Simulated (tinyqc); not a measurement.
ROHF in the sto-6g basis, for NH3+, spin multiplicity 2, step by step. Computed by tinyqc, a small Python program that keeps every step (integrals from PySCF). Settings: charge = 1, multiplicity = 2, basis = sto-6g, energy threshold = 1e-10, iteration cap = 67, orthogonalisation = canonical, start = atomic densities, DIIS depth = 4, DIIS from iteration = 2, method = ROHF. Command: `OMP_NUM_THREADS=1 python tinyqc.py 28107 28108 out.jsonl` (the two numbers bound the seeds that draw the settings). One thread of a shared host (Intel(R) Xeon(R) Processor @ 2.60GHz), about 0.2 s of CPU time with the checks.

Geometry (angstrom):
```
atom          x          y         z
N      0.000000   0.000000  0.107000
H      1.198000   0.000000  0.000000
H     -0.599000   1.038000  0.000000
H     -0.599000  -1.038000  0.000000
```

Stop when the energy changes by less than 1e-10 hartree and every element of the error matrix X^T (F D S - S D F) X is below 3e-06.

Course of the cycle:
```
iteration   E (hartree)     change  largest element of the error matrix
1          -51.85157522          -                             1.09e+00
2          -55.62210865  -3.77e+00                             2.41e-01
3          -55.68205713  -5.99e-02                             4.91e-02
4          -55.68444402  -2.39e-03                             1.22e-03
5          -55.68444998  -5.96e-06                             3.92e-04
6          -55.68445077  -7.94e-07                             3.86e-05
7          -55.68445078  -5.86e-09                             3.25e-06
8          -55.68445078  -4.75e-11                             6.21e-07
```

Can the last value be used, and what does the course show?

Yes. Converged in 8 iterations. PySCF ROHF in the same basis = -55.68445078 hartree.
